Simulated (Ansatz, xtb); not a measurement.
## Isomers of C4H4FN in order of energy

3 gas-phase structures of C4H4FN, from a drawn sample of its isomers (lower ones may exist). Each was relaxed with GFN2-xTB:

A. `N#C[C@@H]1C[C@H]1F`, a singlet
B. `N#CC1(F)CC1`, a singlet
C. `N#C[C@@H]1C[C@@H]1F`, a singlet

Problem. Which do you expect lowest at r2SCAN-D4/def2-SVP, and how would the others follow?

Solution. Calculated order at r2SCAN-D4/def2-SVP: A (0.0), C (0.8), B (2.6) kcal/mol. Less than 1 kcal/mol parts A and C, so the order within that pair means little.

Energies above the lowest of each column, in kcal/mol; the last columns are at B3LYP/def2-SVP geometries:

| structure | GFN2-xTB | HF/STO-3G | r2SCAN-D4/def2-SVP | B3LYP/def2-SVP | CCSD(T)/def2-SVP + ΔMP2/def2-TZVPP |
| --- | --- | --- | --- | --- | --- |
| A | 0.0 | 0.0 | 0.0 | 0.0 | 0.0 |
| C | 1.7 | 0.5 | 0.8 | 0.9 | 1.2 |
| B | 3.6 | 1.1 | 2.6 | 2.8 | 2.6 |

Every level run on A puts it lowest or level with the lowest. ΔMP2 is the change of the MP2 energy from the smaller to the larger basis.

Programs: Ansatz 0.2.0, xtb 6.7.1.
